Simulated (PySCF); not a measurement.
A family of related molecules: binary hydrides. Gas-phase values, no solvent. Strings in code marks are SMILES.

Delta-SCF ions had no search for a lower state. 

A: `[MgH2]`
B: `[InH3]`
C: `[BeH2]`
D: `I`
E: `Br`
F: `[BiH3]`

**Question.** Put the candidates in order of HOMO, lowest first, for PySCF with TPSSh-D3(BJ)/def2-TZVP // PBE0-D3(BJ)/def2-TZVP.

**Answer.** C (-8.24 eV), E (-8.06 eV), B (-7.64 eV), D (-7.33 eV), F (-7.21 eV), A (-6.69 eV)
